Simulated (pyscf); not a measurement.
Thermochemistry of product channels of H₃C–CH₂–Cl + CH₃• on the doublet surface, in kcal/mol, from CCSD(T)/def2-TZVPP + ΔMP2(QZVPP) energies (ideal gas, 1 atm, RRHO with modes under 100 cm⁻¹ raised to 100, one conformer, R ln 2 for chiral ones without a mode under 150 cm⁻¹). PySCF, gas phase, ωB97X-D3(BJ)/def2-SVP geometries. Correlated levels are frozen-core, on RHF or UHF. ΔMP2 is the change of the MP2 total energy from the triple- to the quadruple-zeta basis.

| products | ΔE | ΔH(298 K) | ΔG(298 K) | ΔG(600 K) |
|---|---|---|---|---|
| H₃C–CH₂–CH₃ + Cl• | -8.1 | -4.3 | -1.3 | ___ |
| H₃C–CH₃ + •H₂C–Cl | ___ | -0.5 | -1.0 | -1.4 |

Question: Fill in the missing entries.

Answer: 
- H₃C–CH₂–CH₃ + Cl•, ΔG(600 K): +2.0
- H₃C–CH₃ + •H₂C–Cl, ΔE: -1.1

These are energies of the channels, which say nothing of barriers. The CCSD(T) − MP2 part came from Ansatz, without density fitting, on the same reference. Left out: orbital degeneracy and the spin-orbit lowering of Cl.
